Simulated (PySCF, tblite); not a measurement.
Isomers of C4H3FO. Method: GFN2-xTB as coded in tblite; computed harmonic values from a numerical Hessian at the method's own geometry, unscaled. Against measured fundamentals such values can be off by several per cent, at times by over 20. One conformer each.

Electronic energies: PBE0/pcSseg-1 single points on the GFN2-xTB geometries (PySCF, gas phase).

```csv
SMILES,"electronic energy, lowest = 0 (kJ/mol)"
O=C=C/C=C/F,57.3
Cc1c(F)c1=O,123.4
O=C1C=C[C@@H]1F,70.9
Fc1ccoc1,0.0
O=C=C/C=C\F,47.4
CC#CC(=O)F,42.7
```

Q: How do GFN2-xTB zero-point energies change the relative energies?

A: 
| SMILES | ZPE (kJ/mol) | of it from modes above 1550 cm⁻¹ | electronic (kJ/mol) | with ZPE, lowest = 0 (kJ/mol) | lowest mode (cm⁻¹) | rings |
| --- | --- | --- | --- | --- | --- | --- |
| Fc1ccoc1 | 158.5 | 66.9 | 0.0 | 0.0 | 313 | 1 |
| CC#CC(=O)F | 149.0 | 79.2 | 42.7 | 33.2 | 12 | 0 |
| O=C=C/C=C\F | 149.9 | 79.2 | 47.4 | 38.7 | 97 | 0 |
| O=C=C/C=C/F | 149.4 | 79.1 | 57.3 | 48.2 | 115 | 0 |
| O=C1C=C[C@@H]1F | 153.4 | 75.9 | 70.9 | 65.8 | 129 | 1 |
| Cc1c(F)c1=O | 151.1 | 77.3 | 123.4 | 115.9 | 64 | 1 |

The zero-point energies span 9.5 kJ/mol, from `CC#CC(=O)F` to `Fc1ccoc1`. The order is unchanged.

Q: And how do the electronic energies of GFN2-xTB itself compare?

A: `Fc1ccoc1` 0.0; `CC#CC(=O)F` 122.2; `O=C=C/C=C\F` 118.9; `O=C=C/C=C/F` 118.5; `O=C1C=C[C@@H]1F` 162.0; `Cc1c(F)c1=O` 206.2 kJ/mol, lowest = 0. Against the energies above, taken from the same isomer `Fc1ccoc1`, the largest difference is 91.1 kJ/mol.

Q: What do entropy and thermal enthalpy add at 298.15 K and 1 bar (rigid rotor, harmonic oscillator, one conformer each)?

A: 
```
         SMILES  point group  symmetry number  S (J/(mol K))  H − H(0) (kJ/mol)  ZPE + H − H(0) − TS (kJ/mol)
       Fc1ccoc1           Cs                1          292.8              14.32                          85.5
    O=C=C/C=C\F           Cs                1          326.8              18.53                          71.0
    O=C=C/C=C/F           Cs                1          326.8              18.81                          70.8
O=C1C=C[C@@H]1F           C1                1          307.7              16.11                          77.8
```

Not tabulated: `CC#CC(=O)F` (lowest mode only 12 cm⁻¹); `Cc1c(F)c1=O` (point group not settled).
